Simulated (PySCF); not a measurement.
Species: CH8BN.
Atom-mapped SMILES: `[CH3:1][BH2-:2][NH3+:3]` (hydrogens: H4, H5, H6 on C1; H7, H8 on B2; H9, H10, H11 on N3)

Computed by this run: PySCF, PBE0-D3(BJ)/def2-SVP geometry optimisation, gas phase; density fitting, grid level 1; the optimiser is geomeTRIC in internal coordinates, started from a GFN2-xTB structure with every atom displaced at random (about 0.01 Å).

Step 0: E = -3327.6769 eV
```
atom  x, y, z in Å  |  force x, y, z in eV/Å
C1      1.2152    0.4667   -0.2586   -0.914   0.506  -0.361
B2      0.1328   -0.7245   -0.0580    0.371   1.081   0.163
N3     -1.3207    0.0313    0.2898    1.824  -0.127   1.130
H4      2.2174    0.1131   -0.5071    0.250  -0.212  -0.029
H5      0.9089    1.1536   -1.0888    0.213  -0.231   0.194
H6      1.3035    1.1119    0.6297    0.159   0.050   0.204
H7      0.3823   -1.4069    0.8923   -0.069  -0.475   0.595
H8     -0.0590   -1.3411   -1.0534   -0.310  -0.557  -0.740
H9     -2.0285   -0.6517    0.4648   -0.789  -0.489   0.020
H10    -1.1676    0.5872    1.1449   -0.244  -0.164  -0.464
H11    -1.5463    0.6345   -0.4715   -0.491   0.618  -0.711
```

**Question.** Estimate the geometry and energy of step 1. (The exact step hangs on the optimiser's Hessian estimate; all steps are aligned on step 0, rigid shifts and turns removed.)

**Answer.** E = -3327.7769 eV, largest force 0.524 eV/Å
```
atom  x, y, z in Å  |  force x, y, z in eV/Å
C1      1.2129    0.4972   -0.2631    0.194   0.015  -0.006
B2      0.1572   -0.6934   -0.0414   -0.095  -0.188  -0.088
N3     -1.2808    0.0059    0.2984   -0.439   0.272  -0.088
H4      2.1998    0.0812   -0.5389   -0.104   0.044   0.047
H5      0.9338    1.1826   -1.0842   -0.003   0.026  -0.043
H6      1.3808    1.1215    0.6365    0.000  -0.046  -0.026
H7      0.3864   -1.4178    0.9278    0.001   0.025  -0.039
H8     -0.1019   -1.3475   -1.0593    0.123   0.031   0.103
H9     -2.0334   -0.6722    0.4417    0.133  -0.015  -0.110
H10    -1.2548    0.5881    1.1352    0.153   0.037   0.138
H11    -1.5619    0.6287   -0.4684    0.037  -0.203   0.111
```

The energy changes by -0.1000 eV. The first-order estimate −F·Δx gives -0.2553 eV and the mean of the old and new forces, exact on a quadratic surface, -0.1001 eV. The step makes an angle of 63° with the force vector and moves no atom by more than 0.088 Å.

The cost below is that of the whole optimisation. Time: 7.9 s of wall time; peak memory 0.35 GiB. Hardware: one thread, Arm Neoverse V2 (aarch64), no GPU, shared host.
